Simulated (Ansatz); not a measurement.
Stepwise reaction of `O[Si]O` with ammonia, as a gas-phase model of exchange steps in deposition or etching. ΔE in kJ/mol; ΔG adds harmonic PBE0-D4 terms to CCSD(T)/CBS, at 1 bar.

Computed with Ansatz on PBE0-D4/def2-TZVP structures; ΔE is electronic, products minus reactants. CBS: MP2 limit from def2 TZ/QZ plus the TZ coupled-cluster correction, frozen cores. This one scheme is used for every species. DFT in def2-TZVPP. B3LYP here is the variant with VWN-RPA as its local correlation; programs differ in this. One conformer a species, not always the lowest.

```csv
step,reaction,PBE-D4,B3LYP-D4,ωB97M-V,CCSD(T)/CBS,ΔG(600 K)
2,`N[Si]O` + NH₃ → `N[Si]N` + H₂O,33.2,36.1,36.6,32.5,34.1
```

Question: Give the row of step 1, `O[Si]O` + NH₃ → `N[Si]O` + H₂O. (An estimate is asked.)

Answer: Ansatz gave: 
```csv
step,reaction,PBE-D4,B3LYP-D4,ωB97M-V,CCSD(T)/CBS,ΔG(600 K)
1,`O[Si]O` + NH₃ → `N[Si]O` + H₂O,45.2,47.7,49.4,45.9,41.4
```

Question: By hand: ΔE of the 2 steps together at CCSD(T)/CBS.

Answer: (45.9) + (32.5) = 78.4 kJ/mol, or 39.2 kJ/mol a step.

In ΔE each step is lower than the one before. All are uphill at CCSD(T)/CBS. ΔG lies between 34.1 and 41.4 kJ/mol a step. PBE-D4 differs from CCSD(T)/CBS by -0.7 to 0.7 kJ/mol a step. Isolated molecules leave out the surface, adducts and barriers. Largest T1 diagnostic: 0.015.
